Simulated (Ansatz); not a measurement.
Geometry optimisation, Ansatz 0.2.0, UKS B3LYP-D4/def2-SVP.

The input (input.yaml):

```yaml
crystal:
  periodic: [false, false, false]
  atoms:
    - { symbol: B, position_ang: [0.003735, 0.025389, -0.295806] }
    - { symbol: H, position_ang: [0.0325, 0.289048, 2.077021] }
    - { symbol: H, position_ang: [1.078753, -0.145514, -0.800965] }
    - { symbol: H, position_ang: [-1.100483, -0.006225, -0.759773] }
    - { symbol: O, position_ang: [-0.119469, -0.024128, 3.001623] }
    - { symbol: H, position_ang: [-0.409437, -0.939671, 2.865001] }
magnetization:
  spin_polarized: true
  initial_magnetization: 1
basis:
  gaussian: { orbitals: def2-SVP }
hamiltonian:
  xc: b3lyp
  dispersion: d4
relax:
  f_tol: 0.03
  max_steps: 50
output:
  orbitals: {}
```

Run as:

```bash
$ ansatz run input.yaml --threads 1 --pin off --max-ram 2048MiB --backend cpu --events-out ev --progress --plain --runs-dir out
```

Where does it end, and by what steps?

The forces met the threshold. The force dipped under the threshold on the way, but the program's further checks kept it going. After 26 steps the energy has fallen by 0.933 eV; O5 moved furthest, 1.22 Å. Joined: B1–O5 (3.30 → 1.66 Å).

```tsv
step	energy less start (eV)	largest force component (eV/Å)	accepted
0	0.0000	0.730	yes
1	-0.0040	0.191	yes
2	-0.0129	0.277	yes
3	-0.0048	1.092	no
4	-0.0194	0.187	yes
5	-0.0225	0.906	yes
6	-0.0093	1.505	no
7	-0.0478	0.483	yes
8	-0.0748	0.362	yes
9	-0.1196	0.612	yes
10	-0.1738	1.458	yes
11	-0.2905	0.609	yes
12	-0.4119	1.030	yes
13	-0.5857	2.044	yes
14	-0.7898	2.079	yes
15	-0.8769	0.533	yes
16	-0.8921	0.339	yes
17	-0.9013	0.093	yes
18	-0.9078	0.421	yes
19	-0.9161	0.265	yes
20	-0.9044	0.471	no
21	-0.9268	0.087	yes
22	-0.9256	0.265	no
23	-0.9308	0.074	yes
24	-0.9330	0.015	yes
25	-0.9325	0.221	no
26	-0.9335	0.006	yes
```

```xyz
6
Properties=species:S:1:pos:R:3
B -0.140 0.039 0.217
H 0.467 0.404 2.254
H 0.989 0.182 -0.187
H -0.934 -0.752 -0.233
O 0.000 -0.335 1.832
H -0.896 -0.339 2.205
```

Whether the end is a true minimum wasn't checked by a vibrational analysis.

The run took 35 s on 1 thread of Arm Neoverse V2 (shared host), peak memory 0.11 GiB.
